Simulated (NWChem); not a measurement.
System: trifluoromethane (CHF$_{3}$); SMILES FC(F)F

Input file for NWChem:

```
start job
memory heap 200 mb stack 900 mb global 1100 mb
geometry units angstroms noautoz
  F      0.880498     0.880498    -0.126012
  C      0.000000     0.000000     0.333995
  F      0.322285    -1.202783    -0.126012
  F     -1.202783     0.322285    -0.126012
  H      0.000000     0.000000     1.437170
end
basis spherical
  * library 6-311++g**
end
dft
  xc b3lyp
  iterations 150
  mulliken
end
task dft energy
```

Output (shortened):

```
             Northwest Computational Chemistry Package (NWChem) 7.3.0
             --------------------------------------------------------

 C3V symmetry detected

                             Geometry "geometry" -> ""
                             -------------------------

 Output coordinates in angstroms (scale by  1.889725989 to convert to a.u.)

  No.       Tag          Charge          X              Y              Z
 ---- ---------------- ---------- -------------- -------------- --------------
    1 F                    9.0000     0.88049821     0.88049821    -0.12715365
    2 C                    6.0000    -0.00000000    -0.00000000     0.33285335
    3 F                    9.0000     0.32228471    -1.20278292    -0.12715365
    4 F                    9.0000    -1.20278292     0.32228471    -0.12715365
    5 H                    1.0000    -0.00000000    -0.00000000     1.43602835

 Effective nuclear repulsion energy (a.u.)     134.2281629385

      Symmetry information
      --------------------

 Group name             C3v
 Group number             17
 Group order               6
 No. of unique centers     3

                                 NWChem DFT Module
                                 -----------------

 Summary of "ao basis" -> "ao basis" (spherical)
 ------------------------------------------------------------------------------
       Tag                 Description            Shells   Functions and Types
 ---------------- ------------------------------  ------  ---------------------
 F                         6-311++g**               10       22   5s4p1d
 C                         6-311++g**               10       22   5s4p1d
 H                         6-311++g**                5        7   4s1p

      Symmetry analysis of basis
      --------------------------

        a1         31
        a2          6
        e          58

  Rotation of axis

            General Information
            -------------------
          SCF calculation type: DFT
          Wavefunction type:  closed shell.
          No. of atoms     :     5
          No. of electrons :    34
           Alpha electrons :    17
            Beta electrons :    17
          Charge           :     0
          Spin multiplicity:     1
          Use of symmetry is: on ; symmetry adaption is: on
          Maximum number of iterations: 150
          AO basis - number of functions:    95
                     number of shells:    45
          Convergence on energy requested:  1.00D-06
          Convergence on density requested:  1.00D-05
          Convergence on gradient requested:  5.00D-04

              XC Information
              --------------
                         B3LYP Method XC Potential
                     Hartree-Fock (Exact) Exchange  0.200
                        Slater Exchange Functional  0.800 local
                    Becke 1988 Exchange Functional  0.720 non-local
              Lee-Yang-Parr Correlation Functional  0.810
                  VWN I RPA Correlation Functional  0.190 local

             Grid Information
             ----------------
          Grid used for XC integration:  medium
          Radial quadrature: Mura-Knowles
          Angular quadrature: Lebedev.
          Tag              B.-S. Rad. Rad. Pts. Rad. Cut. Ang. Pts.
          ---              ---------- --------- --------- ---------
          F                   0.50       49          10.0       434
          C                   0.70       49          10.0       434
          H                   0.35       45          10.0       434
          Grid pruning is: on
          Number of quadrature shells:   143
          Spatial weights used:  Erf1

      Superposition of Atomic Density Guess
      -------------------------------------

 Sum of atomic energies:        -336.39255604

      Non-variational initial energy
      ------------------------------

 Total energy =    -337.518757
 1-e energy   =    -735.453420
 2-e energy   =     263.706501
 HOMO         =      -0.464272
 LUMO         =       0.052941

      Symmetry analysis of molecular orbitals - initial
      -------------------------------------------------

  Numbering of irreducible representations:

     1 a1          2 a2          3 e

  Orbital symmetries:

     1 a1          2 e           3 e           4 a1          5 a1
     6 e           7 e           8 a1          9 a1         10 e
    11 e          12 e          13 e          14 e          15 e
    16 a2         17 a1         18 a1         19 a1         20 e
    21 e          22 a1         23 a1         24 e          25 e
    26 e          27 e

     ---------------------------------------------
      Total Density - Mulliken Population Analysis
     ---------------------------------------------

    Atom       Charge   Shell Charges
 -----------   ------   -------------------------------------------------------
    1 F    9     9.33   1.08  0.92  1.19  1.10  2.51  0.85  1.72 -0.07  0.04  0.00
    2 C    6     5.18   1.10  0.89  0.34  0.70  1.04  0.35  0.38  0.09  0.06  0.22
    3 F    9     9.33   1.08  0.92  1.19  1.10  2.51  0.85  1.72 -0.07  0.04  0.00
    4 F    9     9.33   1.08  0.92  1.19  1.10  2.51  0.85  1.72 -0.07  0.04  0.00
    5 H    1     0.82   0.25  0.46  0.13 -0.03  0.01

   convergence    iter        energy       DeltaE   RMS-Dens  Diis-err
 ---------------- ----- ----------------- --------- --------- ---------
 d= 0,ls=0.0,diis     1   -338.1913729557 -4.72D+02  1.26D-02  1.77D+00
 d= 0,ls=0.0,diis     2   -338.1076344751  8.37D-02  7.18D-03  3.06D+00
 d= 0,ls=0.0,diis     3   -338.3454136368 -2.38D-01  9.05D-04  5.13D-02
 d= 0,ls=0.0,diis     4   -338.3477918322 -2.38D-03  3.71D-04  8.91D-03
 d= 0,ls=0.0,diis     5   -338.3484408520 -6.49D-04  6.02D-05  5.16D-05
  Resetting Diis
 d= 0,ls=0.0,diis     6   -338.3484460564 -5.20D-06  6.74D-06  1.96D-07
 d= 0,ls=0.0,diis     7   -338.3484460785 -2.20D-08  8.41D-07  4.66D-09

         Total DFT energy =     -338.348446078453
      One electron energy =     -735.934475380140
           Coulomb energy =      300.586452827574
    Exchange-Corr. energy =      -37.228586464345
 Nuclear repulsion energy =      134.228162938458

 Numeric. integr. density =       33.999999294804

                  Occupations of the irreducible representations
                  ----------------------------------------------

                     irrep           alpha         beta
                     --------     --------     --------
                     a1                6.0          6.0
                     a2                1.0          1.0
                     e                10.0         10.0

                       DFT Final Molecular Orbital Analysis
                       ------------------------------------

 Vector   15  Occ=2.000000D+00  E=-4.556062D-01  Symmetry=e
              MO Center=  1.9D-01,  3.3D-01, -8.2D-02, r^2= 1.9D+00
   Bfn.  Coefficient  Atom+Function         Bfn.  Coefficient  Atom+Function
  ----- ------------  ---------------      ----- ------------  ---------------
     9      0.258194  1 F  pz                13      0.228910  1 F  pz
     5      0.179048  1 F  pz                 7      0.177856  1 F  px
    73      0.170446  4 F  px                75     -0.159549  4 F  pz
    11      0.151319  1 F  px                 8      0.146616  1 F  py
    77      0.145207  4 F  px                79     -0.141453  4 F  pz

 Vector   16  Occ=2.000000D+00  E=-4.324354D-01  Symmetry=a2
              MO Center=  2.6D-13, -2.7D-13, -1.2D-01, r^2= 2.0D+00
   Bfn.  Coefficient  Atom+Function         Bfn.  Coefficient  Atom+Function
  ----- ------------  ---------------      ----- ------------  ---------------
    51      0.271107  3 F  px                74     -0.271107  4 F  py
    55      0.242391  3 F  px                78     -0.242391  4 F  py
     7     -0.198464  1 F  px                 8      0.198464  1 F  py
    47      0.188416  3 F  px                70     -0.188416  4 F  py
    11     -0.177442  1 F  px                12      0.177442  1 F  py

 Vector   17  Occ=2.000000D+00  E=-4.126045D-01  Symmetry=a1
              MO Center= -3.4D-15, -1.2D-14,  3.1D-01, r^2= 2.0D+00
   Bfn.  Coefficient  Atom+Function         Bfn.  Coefficient  Atom+Function
  ----- ------------  ---------------      ----- ------------  ---------------
    90     -0.228997  5 H  s                  9      0.223393  1 F  pz
    53      0.223393  3 F  pz                75      0.223393  4 F  pz
    13      0.197730  1 F  pz                57      0.197730  3 F  pz
    79      0.197730  4 F  pz                31     -0.167679  2 C  pz
    32     -0.160818  2 C  s                  5      0.155353  1 F  pz

 Vector   18  Occ=0.000000D+00  E=-5.822169D-03  Symmetry=a1
              MO Center= -1.3D-14,  1.1D-14,  2.3D+00, r^2= 7.1D+00
   Bfn.  Coefficient  Atom+Function         Bfn.  Coefficient  Atom+Function
  ----- ------------  ---------------      ----- ------------  ---------------
    92      2.850829  5 H  s                 36     -2.159290  2 C  s
    39     -0.767797  2 C  pz                91      0.443986  5 H  s
    32     -0.424037  2 C  s                 35     -0.271948  2 C  pz
    31     -0.152058  2 C  pz                28     -0.118709  2 C  s
    17      0.100975  1 F  pz                61      0.100975  3 F  pz

 Vector   19  Occ=0.000000D+00  E= 3.820495D-02  Symmetry=a1
              MO Center= -1.6D-11, -5.9D-12, -9.6D-01, r^2= 8.4D+00
   Bfn.  Coefficient  Atom+Function         Bfn.  Coefficient  Atom+Function
  ----- ------------  ---------------      ----- ------------  ---------------
    36      2.097176  2 C  s                 32      1.043847  2 C  s
    39     -1.027086  2 C  pz                14     -0.732428  1 F  s
    58     -0.732428  3 F  s                 80     -0.732428  4 F  s
    92     -0.341533  5 H  s                 91     -0.269674  5 H  s
    35     -0.191831  2 C  pz                60     -0.179380  3 F  py

 Vector   20  Occ=0.000000D+00  E= 3.836946D-02  Symmetry=e
              MO Center= -2.2D-02, -3.0D-02,  6.7D-01, r^2= 9.4D+00
   Bfn.  Coefficient  Atom+Function         Bfn.  Coefficient  Atom+Function
  ----- ------------  ---------------      ----- ------------  ---------------
    37      1.114483  2 C  px                38      0.943019  2 C  py
    14     -0.865036  1 F  s                 80      0.494949  4 F  s
    33      0.410594  2 C  px                58      0.370087  3 F  s
    34      0.347424  2 C  py                59     -0.223575  3 F  px
    82     -0.207427  4 F  py                10     -0.161876  1 F  s

     ---------------------------------------------
      Total Density - Mulliken Population Analysis
     ---------------------------------------------

    Atom       Charge   Shell Charges
 -----------   ------   -------------------------------------------------------
    1 F    9     9.14   1.08  0.92  1.18  1.09  2.35  0.87  1.62 -0.03  0.06  0.01
    2 C    6     5.78   1.10  0.89  0.58  0.79  1.41  0.19  0.40  0.07  0.07  0.28
    3 F    9     9.14   1.08  0.92  1.18  1.09  2.35  0.87  1.62 -0.03  0.06  0.01
    4 F    9     9.14   1.08  0.92  1.18  1.09  2.35  0.87  1.62 -0.03  0.06  0.01
    5 H    1     0.80   0.28  0.47  0.06 -0.02  0.02

     -------------------------------------------
      Total Density - Lowdin Population Analysis
     -------------------------------------------

    Atom       Charge   Shell Charges
 -----------   ------   -------------------------------------------------------
    1 F    9     9.07   1.03  0.96  1.19  0.97  2.31  0.63  1.54  0.13  0.31  0.01
    2 C    6     5.85   1.05  0.92  0.57  0.48  1.31  0.21  0.62  0.06  0.08  0.55
    3 F    9     9.07   1.03  0.96  1.19  0.97  2.31  0.63  1.54  0.13  0.31  0.01
    4 F    9     9.07   1.03  0.96  1.19  0.97  2.31  0.63  1.54  0.13  0.31  0.01
    5 H    1     0.94   0.28  0.42  0.14  0.04  0.06

     Multipole analysis of the density
     ---------------------------------

     L   x y z        total         alpha         beta         nuclear
     -   - - -        -----         -----         ----         -------
     0   0 0 0     -0.000000    -17.000000    -17.000000     34.000000

     1   1 0 0      0.000000      0.000000      0.000000     -0.000000
     1   0 1 0      0.000000      0.000000      0.000000      0.000000
     1   0 0 1      0.665163      0.332582      0.332582      0.000000

     2   2 0 0    -16.870881    -45.811059    -45.811059     74.751238
     2   1 1 0     -0.000000     -0.000000     -0.000000     -0.000000
     2   1 0 1     -0.000000     -0.000000     -0.000000     -0.000000
     2   0 2 0    -16.870881    -45.811059    -45.811059     74.751238
     2   0 1 1     -0.000000     -0.000000     -0.000000     -0.000000
     2   0 0 2    -14.038620    -12.667775    -12.667775     11.296929
```

Level: B3LYP/6-311++G** (spherical d). Geometry: optimised at PBE0/def2-SVP. B3LYP is NWChem's, with the RPA form of VWN correlation.
